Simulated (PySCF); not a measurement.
hydrogen cyanide (CHN), SMILES C#N. Atoms are numbered in the order given.

```xyz
3

C      0.0000     0.0000    -0.4968
N      0.0000     0.0000     0.6492
H      0.0000     0.0000    -1.5636
```
Charge 0, spin multiplicity 1.

Geometry optimised at B3LYP-D3(BJ)/def2-TZVPD.

All values below come from PBE0/pcJ-2 (PySCF).

Isotropic couplings with Fermi-contact, spin-dipole and both spin-orbit terms, one fixed conformer, no vibrational averaging. Isotopes: 13C, 14N, 1H.

Computed spin–spin coupling constants:
```json
[
 {"pair": "C1–N2", "bonds apart": "1", "J (Hz)": "13.1"},
 {"pair": "C1–H3", "bonds apart": "1", "J (Hz)": "262.8"},
 {"pair": "N2–H3", "bonds apart": "2", "J (Hz)": "5.6"}
]
```
